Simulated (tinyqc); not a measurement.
Inside a calculation. Method: Hueckel theory of the pi electrons with the omega technique, for the molecule OC=CCl (SMILES; centres numbered as the heavy atoms are written). One step of it, computed by the program tinyqc.

Question. Orbitals, round 1. Diagonalise; E = alpha + x beta with beta < 0, so the largest x are filled first; degenerate levels share their electrons. P = sum n_i c_ri c_si; each orbital has its largest coefficient positive (the first on a tie).

Hueckel matrix in units of beta (H = alpha + beta A), lower triangle:
```
           1O        2C        3C       4Cl
1O   2.000000
2C   0.800000  0.000000
3C   0.000000  1.000000  0.000000
4Cl  0.000000  0.000000  0.400000  2.000000
```

pi electrons, sum of z_r less the charge = 6

Give: x values; occupations; coefficients; charge and bond-order matrix P.

Answer.

x values: 2.3510  2.0721  0.7076  -1.1307

occupations: 2.0000  2.0000  2.0000  0.0000

coefficients:
```
        MO1      MO2      MO3      MO4
1O   0.8718  -0.2778  -0.3593  -0.1836
2C   0.3825  -0.0250   0.5804   0.7185
3C   0.2018   0.1704   0.6981  -0.6655
4Cl  0.2300   0.9451  -0.2161   0.0850
```

charge and bond-order matrix P, lower triangle:
```
          1O       2C      3C     4Cl
1O    1.9326
2C    0.2638   0.9676
3C   -0.2444   0.9563  1.1142
4Cl   0.0312  -0.1222  0.1132  1.9855
```
